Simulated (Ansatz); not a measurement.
We consider bcc Ta, described by PBE-D3(BJ) (PAW; Ansatz, a quantum-chemistry and plane-wave program).

Settings: plane-wave cutoff 520 eV, 28×28×28 k mesh, Fermi–Dirac smearing 0.06 eV (set by the program), scalar-relativistic PAW data made under PBE.

Computed at the level's own relaxed cell.

Elastic tensor (GPa, Voigt notation, ions relaxed):

```
  281.5   167.2   167.2     0.0     0.0     0.0
  167.2   281.5   167.2     0.0     0.0     0.0
  167.2   167.2   281.5     0.0     0.0     0.0
    0.0     0.0     0.0    81.2     0.0     0.0
    0.0     0.0     0.0     0.0    81.2     0.0
    0.0     0.0     0.0     0.0     0.0    81.2
```

Question: Work out the Voigt, Reuss and Hill averages of the bulk and shear moduli, Young's modulus and Poisson's ratio from the printed constants.

Answer: K_V = [C11 + C22 + C33 + 2(C12 + C13 + C23)]/9 = [844.5 + 2 × 501.6]/9 = 205.3 GPa. G_V = [844.5 − 501.6 + 3 × 243.6]/15 = 71.6 GPa. From the compliances S = C⁻¹, K_R = 205.3 and G_R = 69.5 GPa. Hill means: K = 205.3, G = 70.5 GPa. E = 9KG/(3K + G) = 190 GPa, ν = (3K − 2G)/(6K + 2G) = 0.35, K/G = 2.91.

Measured, for comparison: elastic constant C11 266 GPa, elastic constant C12 158 GPa, elastic constant C44 87.4 GPa (0 K, extrapolated to 0 K; zero-point effects included; as tabulated in Wang et al. (2022), arXiv:2209.12322). Computed (rounded) less measured: elastic constant C11 +6 %, elastic constant C12 +6 %, elastic constant C44 -7 %.

Note: the dispersion coefficients are held fixed in the derivatives; shear constants of such metals converge slowly with the k mesh.

Spin–orbit coupling is not included.
